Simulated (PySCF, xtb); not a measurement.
Homolysis of single bonds, series allyl-X. Isolated molecules, 0 K electronic values unless said otherwise. One relaxed conformer stands for each flexible species; it need not be the lowest. Strings in code marks are SMILES.

Quantity: homolytic bond dissociation enthalpy at 298 K (no spin–orbit term), in kJ/mol. Thermal and zero-point terms are GFN2-xTB rigid-rotor harmonic values (xtb).

Case: C–C bond of `C=CCC#N`, giving `[CH2]C=C` and `[C]#N`. Geometry of `C=CCC#N` (neutral, multiplicity 1, Å):

```xyz
10

C     -1.5586     0.6238     0.0703
C     -0.5888    -0.1672    -0.3573
C      0.6754    -0.4223     0.4117
C      1.8673    -0.1048    -0.3641
N      2.8004     0.1419    -0.9880
H     -1.4860     1.1565     1.0132
H     -2.4622     0.7678    -0.5092
H     -0.6787    -0.6819    -1.3095
H      0.7412    -1.4782     0.6989
H      0.6900     0.1645     1.3339
```

Problem. Give the homolytic bond dissociation enthalpy at 298 K (no spin–orbit term) at the level PBE0-D4/def2-TZVP (PySCF).

Solution. 452.9 kJ/mol.
